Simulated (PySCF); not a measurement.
A search over the determinants of SN

Unrestricted PBE0; PySCF, spin-free X2C with a Gaussian nucleus, basis sets S x2c-SVPall, N x2c-SVPall. Outer shells of the fragments: S 3s2 3p4; N 2s2 2p3.

Followed along the bond (rough minima from three points):

```json
{"2Ms+1": "2", "unpaired": "π ↑", "⟨S²⟩ at the start": "0.80", "R at minimum (Å)": "1.51", "Te (eV)": "0.00"}
{"2Ms+1": "4", "unpaired": "π ↑↑↑", "⟨S²⟩ at the start": "3.76", "R at minimum (Å)": "none in the scan", "Te (eV)": "≤ 2.60"}
```

Solutions found at the starting distance of 1.640 Å, counted from the lowest of them; the search is not exhaustive and high or unbound solutions are not listed, so other states can lie among these:

```
2Ms+1     unpaired   term  E (eV)  ⟨S²⟩  ⟨Lz²⟩  μ (D)
    2          π ↑     ²Π    0.00  0.80   1.00  -1.51
    4        π ↑↑↑     ⁴Π    2.27  3.76   1.00  -1.56
    2        π ↑↑↓  mixed    2.85  1.76   3.01  -1.63
    4    σ ↑, π ↑↑    ⁴Σ⁻    2.96  3.76   0.00  -0.44
    2    σ ↑, π ↑↓  mixed    3.79  1.76   2.01  -0.80
    2    σ ↓, π ↑↑  mixed    3.92  1.77   0.00  -0.88
    2          π ↑  mixed    4.79  0.75   3.01  -1.78
    4    σ ↑, π ↑↑  mixed    6.92  3.75   2.01  -1.02
    4    σ ↑, π ↑↑  mixed    7.52  3.76   2.01  -0.64
    2    σ ↓, π ↑↑  mixed    7.71  1.77   2.01  -1.31
    4    σ ↑↑, π ↑     ⁴Π    8.29  3.85   1.01   0.03
    4    σ ↑, π ↑↑  mixed    8.36  3.75   2.01  -0.50
    6  σ ↑, π ↑↑↑↑    ⁶Σ⁺    9.36  8.75   0.00  -1.10
    6  σ ↑↑, π ↑↑↑     ⁶Π    9.63  8.76   1.00   0.36
```

A term symbol is given only where ⟨S²⟩ and ⟨Lz²⟩ are close to those of a pure state; real π, δ and φ orbitals otherwise mix terms. A positive dipole means S(−)N(+).

Counting both spins, an empty level lies below a filled one in some of these solutions, because spin and occupation are held.
